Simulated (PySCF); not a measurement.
An unknown is described by computed data only.

Elements present: O and S. Monoisotopic mass: 47.9670 u; triplet state.

| Property | Result |
| --- | --- |
| Zero-field splitting | 9.424 cm⁻¹ [unrestricted B3LYP/IGLO-III, mean-field spin–orbit] |
| Rotational structure | rotational constant B (linear): 21.016 GHz [PBE0-D3(BJ)/def2-SVP] |
| EPR couplings | largest isotropic hyperfine couplings (means over sets of like nuclei): 17O -28.0, 33S +6.2 MHz [unrestricted B3LYP/IGLO-III, mean-field spin–orbit] |
| Dipole | 1.67 D [PBE0-D3(BJ)/def2-SVP] |
| EPR g | 2.00516 [unrestricted B3LYP/IGLO-III, mean-field spin–orbit] |

Electronic properties: PySCF, gas phase, density fitting. Levels stand in brackets. Isolated species at its PBE0-D3(BJ)/def2-SVP geometry, gas phase.

Task: Which formula fits the mass and the elements?

Result: SO (calculated 47.9670). No other formula that holds each of these elements comes within 0.0003 u with a fitting electron parity and a possible valence count.

Task: What is the compound? Reason from the data.

Result: The optimised geometry has point group C∞v and is a linear rotor. The largest Mulliken spin population (1.33) sits on a sulfur bonded to O. The couplings belong to: 17O -28.0 MHz, oxygen bonded to S; 33S +6.2 MHz, sulfur bonded to O. Structure: `O=S` (sulfur monoxide) [triplet].
